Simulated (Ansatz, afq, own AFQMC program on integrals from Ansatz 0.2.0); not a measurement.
AFQMC on a folder of integrals that Ansatz 0.2.0 wrote.

```yaml
crystal:
  periodic: [false, false, false]
  atoms:
    - {symbol: Ge, position_ang: [0.000000, 0.003726, 0.755812]}
    - {symbol: Al, position_ang: [0.000000, -0.082536, -1.883215]}
    - {symbol: H, position_ang: [0.000000, 1.521208, -0.453178]}
    - {symbol: H, position_ang: [0.000000, 0.419675, -3.604726]}
basis:
  gaussian: {orbitals: cc-pVDZ}
magnetization: {spin_polarized: true, initial_magnetization: 1}
correlation: {method: ccsd_t, electrons: outside_noble_gas, hamiltonian_folder: ham}
```

```sh
$ ansatz run in.yaml --threads 1 --pin off --events-out ev --progress --plain --max-ram 1382MiB
```

Options of the walk:

```
--method free --trial cisd --walkers 60 --time-step 0.03 --max-blocks 80 --target-error 0.00036 --factor-cut 1e-05 --seed 1661 --times 0,0.3,0.6,1.2,1.8,2.4,3.6,4.8,6 --taylor-order 8
```

Times are imaginary, in 1/Eh. The walk had a cap of 1011 s. Filled inner d shells are frozen with the cores.

Log:

```
orbitals 36  electrons 5 4  factors 270 of 596
reference energy -2318.33796258 Eh
CCSD correlation -0.17061984 Eh in 16 cycles, weight of the determinant in the CISD state 0.8163
repeat  energy at the last time / Eh  error
    10  -2318.519102  0.001168
    20  -2318.519319  0.001075
    30  -2318.519208  0.000832
    40  -2318.519187  0.000755
    50  -2318.519066  0.000722
    60  -2318.519493  0.000696
    70  -2318.519574  0.000623
    80  -2318.518841  0.000803
time / (1/Eh)  energy / Eh  error  mean overlap
  0.00  -2318.508426  0.000134  1.2234
  0.30  -2318.511637  0.000184  1.2249
  0.60  -2318.513602  0.000236  1.2345
  1.20  -2318.515771  0.000241  1.2416
  1.80  -2318.516862  0.000303  1.2460
  2.40  -2318.517699  0.000342  1.2561
  3.60  -2318.518498  0.000426  1.2603
  4.80  -2318.518776  0.000598  1.2584
  6.00  -2318.518841  0.000803  1.2338
energy -2318.518841 +/- 0.000803 Eh
```

The run passed its tests (error under three times the target), which doesn't prove that it has relaxed.

Against this walk (error 21.8 meV) on the same determinant: CCSD(T) 73.9 meV higher, CCSDT(Q) 1.4 meV higher (within the noise). The error is statistical, and a free projection of finite length keeps a remainder of its start. The determinant has ⟨S²⟩ = 0.89, so the low cluster orders mix in higher spin, and so can this walk.

Cautions: remainder of the start not in the error; start is not spin pure; error above the target (21.8 against 9.8 meV); no relativity below Rb; no spin-orbit coupling; inner d shell frozen; higher spins were not checked; strong correlation (T1 0.052, weight of the determinant 0.82, largest double 0.11); unrestricted determinant spin contaminated (⟨S²⟩ 0.89 against 0.75).

The walk took 5.2 min on 1 thread of Intel(R) Xeon(R) Platinum 8259CL CPU @ 2.50GHz (Skylake/Cascade Lake) (shared host). The log's last line is the free-projection energy.

CCSDT and higher add their correlation energy to the determinant of the CCSD(T) run, since their own runs factorise the integrals more tightly (a shift of under 2 meV). A walk keeps the symmetry of its determinant, which the program's search chose and which needn't be the lowest solution, so a lower state of the same spin and another symmetry isn't excluded.
